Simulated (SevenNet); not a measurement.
2H MoS₂

The numbers are results of the machine-learned potential SevenNet-0 (trained on PBE and PBE+U data), not measurements.

Cell (relaxed at this level):

```cif
data_Mo2S4
_chemical_formula_sum 'Mo2 S4'
_space_group_name_H-M_alt 'P 1'
_space_group_IT_number 1
_cell_length_a 3.18971
_cell_length_b 3.18971
_cell_length_c 14.26735
_cell_angle_alpha 90.000
_cell_angle_beta 90.000
_cell_angle_gamma 120.000
loop_
_space_group_symop_operation_xyz
  'x, y, z'
loop_
_atom_site_label
_atom_site_type_symbol
_atom_site_fract_x
_atom_site_fract_y
_atom_site_fract_z
_atom_site_occupancy
Mo1 Mo 0.66667 0.33333 0.75000 1
Mo2 Mo 0.33333 0.66667 0.25000 1
S1 S 0.66667 0.33333 0.35971 1
S2 S 0.33333 0.66667 0.85971 1
S3 S 0.33333 0.66667 0.64029 1
S4 S 0.66667 0.33333 0.14029 1
```

For 2H MoS₂, the lattice constant a is 3.190 Å and the lattice parameter c comes out as 14.267 Å.

Measured, for comparison: lattice constant a 3.16 Å, lattice parameter c 12.294 Å (300 K, no zero-point or thermal correction; as tabulated in arXiv:1605.07067). Computed (rounded) less measured: lattice constant a +0.9 %, lattice parameter c +16.0 %.

A machine-learned potential is trained on density-functional data: it inherits that level's misses and adds fitting errors of its own.

Note: the model's c/a of 4.47 is far from the 3.89 of the starting cell; this model's volume lies 18 % above that of the starting cell (a measured, published or database cell).
